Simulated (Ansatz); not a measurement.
Ansatz (a quantum-chemistry and plane-wave program) input (HF/STO-3G):

Ansatz 0.2 input:
```yaml
crystal:
  periodic: [false, false, false]
  atoms:
    - {symbol: C, position_ang: [0.66635149, -0.08229039, 0.02948477]}
    - {symbol: C, position_ang: [-0.57464739, 0.07096549, -0.02542704]}
    - {symbol: H, position_ang: [1.73846136, -0.21468951, 0.07692356]}
    - {symbol: H, position_ang: [-1.02215701, 1.01799782, -0.36525859]}
    - {symbol: H, position_ang: [-1.26652897, -0.73535889, 0.26398866]}
basis:
  gaussian:
    orbitals: STO-3G
hamiltonian:
  xc: {name: HF}
total_charge: 1
relax: {f_tol: 0.003, max_steps: 120}
```

Output:

```
WARN ansatz: RAYON_NUM_THREADS=1 ignored (pool sized by the plan → 1); use --threads N
Functional definition: HF
integrals: 0.00 GiB planned
185 factors; integrals over basis functions are off by at most 1.9e-5 eV
mean field: 0.04 GiB planned
mean field evaluation 1: about -2071.5846 eV, gradient 1.6e1 eV
mean field evaluation 2: about -2071.5696 eV, gradient 1.6e1 eV
mean field evaluation 4: about -2072.4709 eV, gradient 2.0e0 eV
mean field evaluation 8: about -2072.5124 eV, gradient 1.4e-2 eV
mean field -2072.51238116 eV, -76.1634252085 hartree, gradient 1.9e-5 eV, S^2 0.000000; 0 other end points of the search recorded, 0 dependent functions left out
the calculation of the forces begins
reference -2072.51238116 eV, -76.1634252085 hartree; 7, 7 occupied and 6, 6 virtual orbitals, 185 factors
relax step   1: F+E_penalty+E_count = -2072.51238116 eV  Δ(F+E_penalty+E_count) = +0.000e0 eV  max|allowed force component| = 2.429e0 eV/Å  Δτ_max = 0.0000 Å  (29 SCF iters, accepted)
these checks for a lower state are left out or cut short: starts, cluster_reference, orbital_swaps, neighbouring_geometries, increment
integrals: 0.00 GiB planned
185 factors; integrals over basis functions are off by at most 1.8e-5 eV
mean field: 0.04 GiB planned
mean field evaluation 16: about -2072.5650 eV, gradient 1.8e-4 eV
mean field -2072.56504901 eV, -76.1653607160 hartree, gradient 2.5e-5 eV, S^2 0.000000; 0 other end points of the search recorded, 0 dependent functions left out
the calculation of the forces begins
reference -2072.56504901 eV, -76.1653607160 hartree; 7, 7 occupied and 6, 6 virtual orbitals, 185 factors
relax step   2: F+E_penalty+E_count = -2072.56504901 eV  Δ(F+E_penalty+E_count) = -5.267e-2 eV  max|allowed force component| = 1.924e-1 eV/Å  Δτ_max = 0.0357 Å  (26 SCF iters, accepted)
these checks for a lower state are left out or cut short: starts, cluster_reference, orbital_swaps, neighbouring_geometries, increment
integrals: 0.00 GiB planned
185 factors; integrals over basis functions are off by at most 1.8e-5 eV
mean field: 0.04 GiB planned
mean field -2072.56579301 eV, -76.1653880574 hartree, gradient 2.4e-5 eV, S^2 0.000000; 0 other end points of the search recorded, 0 dependent functions left out
the calculation of the forces begins
reference -2072.56579301 eV, -76.1653880574 hartree; 7, 7 occupied and 6, 6 virtual orbitals, 185 factors
relax step   3: F+E_penalty+E_count = -2072.56579301 eV  Δ(F+E_penalty+E_count) = -7.440e-4 eV  max|allowed force component| = 7.313e-2 eV/Å  Δτ_max = 0.0036 Å  (27 SCF iters, accepted)
these checks for a lower state are left out or cut short: starts, cluster_reference, orbital_swaps, neighbouring_geometries, increment
integrals: 0.00 GiB planned
185 factors; integrals over basis functions are off by at most 1.8e-5 eV
mean field: 0.04 GiB planned
mean field evaluation 32: about -2072.5660 eV, gradient 1.8e-4 eV
mean field -2072.56600096 eV, -76.1653956997 hartree, gradient 2.4e-5 eV, S^2 0.000000; 0 other end points of the search recorded, 0 dependent functions left out
the calculation of the forces begins
reference -2072.56600096 eV, -76.1653956997 hartree; 7, 7 occupied and 6, 6 virtual orbitals, 185 factors
relax step   4: F+E_penalty+E_count = -2072.56600096 eV  Δ(F+E_penalty+E_count) = -2.080e-4 eV  max|allowed force component| = 1.026e-2 eV/Å  Δτ_max = 0.0038 Å  (27 SCF iters, accepted)
these checks for a lower state are left out or cut short: starts, cluster_reference, orbital_swaps, neighbouring_geometries, increment
integrals: 0.00 GiB planned
185 factors; integrals over basis functions are off by at most 1.8e-5 eV
mean field: 0.04 GiB planned
mean field -2072.56600154 eV, -76.1653957211 hartree, gradient 2.4e-5 eV, S^2 0.000000; 0 other end points of the search recorded, 0 dependent functions left out
the calculation of the forces begins
reference -2072.56600154 eV, -76.1653957211 hartree; 7, 7 occupied and 6, 6 virtual orbitals, 185 factors
relax step   5: F+E_penalty+E_count = -2072.56600154 eV  Δ(F+E_penalty+E_count) = -5.811e-7 eV  max|allowed force component| = 1.106e-3 eV/Å  Δτ_max = 0.0001 Å  (27 SCF iters, accepted)
integrals: 0.00 GiB planned
185 factors; integrals over basis functions are off by at most 1.8e-5 eV
mean field: 0.04 GiB planned
mean field -2072.56600154 eV, -76.1653957211 hartree, gradient 2.4e-5 eV, S^2 0.000000; 1 other end points of the search recorded, 0 dependent functions left out
the calculation of the forces begins
reference -2072.56600154 eV, -76.1653957211 hartree; 7, 7 occupied and 6, 6 virtual orbitals, 185 factors
Total energy: -2072.56600154 eV, -76.1653957211 hartree
Atom 0 at     0.675027    -0.083362     0.029869 Å, force     0.001106    -0.000137     0.000049 eV/Å
Atom 1 at    -0.595269     0.073512    -0.026339 Å, force    -0.000391     0.000048    -0.000017 eV/Å
Atom 2 at     1.771911    -0.218820     0.078404 Å, force    -0.000700     0.000086    -0.000031 eV/Å
Atom 3 at    -1.031422     1.029997    -0.369564 Å, force    -0.000012    -0.000033     0.000012 eV/Å
Atom 4 at    -1.278768    -0.744703     0.267343 Å, force    -0.000002     0.000035    -0.000013 eV/Å
Dipole moment:     0.180108    -0.022242     0.007969 e Å
```

The dipole moment of an ion depends on the origin.
